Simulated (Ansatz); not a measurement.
## How far each method lies from UCCSDT(Q) for CHClSi⁺, doublet

Geometry: that of the CHClSi, singlet, kept fixed.

```yaml
atoms:
  - { symbol: Cl, position_ang: [0.0000, -0.1962, 1.1536] }
  - { symbol: C, position_ang: [0.0000, 0.9955, -0.2048] }
  - { symbol: Si, position_ang: [0.0000, -0.2507, -1.3728] }
  - { symbol: H, position_ang: [0.0000, 2.0258, 0.1146] }
```

Basis cc-pVDZ; Ansatz 0.2.0. Only valence electrons are correlated (noble-gas cores frozen), which leaves 15 electrons in 44 orbitals. Prefix R: restricted or restricted open-shell reference; prefix U: unrestricted. Active spaces: frontier = (9e, 9o) about the gap.

Full CI isn't at hand for all of this; UCCSDT(Q) serves as the reference, and is uncertain by the last step of the cluster series or more. The frozen core follows each run's orbitals, which can shift R against U totals by a few meV.

For open shells CISD is restricted-active-space CI with the open shells as a complete middle space.

* UHF ⟨S²⟩: 0.764
* T1 diagnostic (RCCSD): 0.0306
* largest doubles amplitude (RCCSD): 0.079
* T1 diagnostic (UCCSD): 0.0282

| level | E − E(RHF) (eV) |
| --- | --- |
| UHF | -0.1081 |
| RMP2 | -8.5395 |
| UMP2 | -8.5182 |
| RCCSD | -9.5774 |
| UCCSD | -9.5794 |
| RCCSD(T) | -9.9263 |
| UCCSD(T) | -9.9245 |

Task: Estimate how far UCCSDT(Q) in cc-pVDZ lies from RCCSD(T). The table doesn't fix it; the size of (T) and the diagnostics are the guide.

Result: UCCSDT(Q) in cc-pVDZ lies 1.60 kcal/mol below RCCSD(T), which is 20 % of the (T) step (-8.05 kcal/mol). T1 is raised, but (T) still catches most of what CCSD lacks. The miss exceeds 1 kcal/mol.

The other levels:

```csv
level,E − E(UCCSDT(Q)) (kcal/mol),share of correlation (%),wall time
CISD,34.61,84.99,19 s
BCCD(T),1.49,99.35,10 s
RCCSDT,0.70,99.70,–
UCCSDT,0.69,99.70,–
RCCSDT(Q),0.13,99.94,2.6 min
CASSCF (frontier space),178.97,22.36,–
NEVPT2 (frontier space),29.87,87.04,28 s
MRCISD (frontier space),19.80,91.41,–
MRCISD+Q (frontier space),3.11,98.65,37 s
```

The correlation energy at UCCSDT(Q), counted from RHF, is -9.996 eV. That run took 2.4 min on 1 thread of Arm Neoverse N1, shared host.

Times hold each run's SCF and search for its determinant on a shared host, so for small cases they say little of a method's own cost; they ran on 1 thread of Arm Neoverse N1. Some runs computed forces too.
